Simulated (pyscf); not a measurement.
Optimised with ωB97X-D3(BJ)/def2-SVP in PySCF. Correlated levels are frozen-core, on RHF or UHF. ΔMP2 is the change of the MP2 total energy from the triple- to the quadruple-zeta basis.

SMILES: [CH]N
```xyz
5

C      0.8853    -0.5075     1.1833
N      0.9272    -0.3203    -0.1147
H     -0.1987    -0.6043     1.4368
H      0.1253    -0.2747    -0.7503
H      1.8272    -0.2037    -0.5787
```

Q: How much does it cost (ΔH, 298 K, CCSD(T)/def2-TZVPP + ΔMP2(QZVPP)) to split [HC–NH₂] [singlet] at its H–N bond into •HC=NH + H•?

A: H–N to •HC=NH + H•: 253.5 kJ/mol. The radicals are drawn with the spin at the cut bond; how far it spreads was not checked. [HC–NH₂] [singlet] lies 140.6 kJ/mol over its isomer H₂C=NH, and others may lie lower still (electronic energy, ωB97M-D3(BJ)). •HC=NH lies 34.1 kJ/mol over its isomer H₂C=N•, and others may lie lower still (electronic energy, ωB97M-D3(BJ)). The CCSD(T) − MP2 part came from Ansatz, without density fitting, on the same reference.
